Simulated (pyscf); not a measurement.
This saddle point was located with ωB97X-D3(BJ)/def2-SVP in PySCF.

```xyz
7

O     -0.0717    -0.6917    -0.3797
P      1.0445     0.4736    -0.2925
O      0.2589     1.8632     0.1464
H     -0.7052    -0.8773     0.5605
H      1.5933     0.2497     1.0055
H     -0.0155     2.3606    -0.6346
H     -1.1686    -0.9525     1.4213
```
Charge 0, spin multiplicity 2.

Surface: doublet, charge 0. Lowest wavenumbers (cm⁻¹): 2017i, 195, 326, 354, 430.

Question: What reaction is this the transition state of?

Answer: `[OH][PH][OH]` + `[H]` [doublet] ⇌ `[O][PH][OH]` [doublet] + `[H][H]`, a hydrogen abstraction read from left to right: H–O broken and H–H formed. At ωB97M-D3(BJ)/def2-TZVP it lies +0.32 eV from the left side and +1.32 eV from the right (each side as separated species at their lowest minima found). One saddle was located; it need not be the lowest between these sides. The angle at the transferred H is 173°.
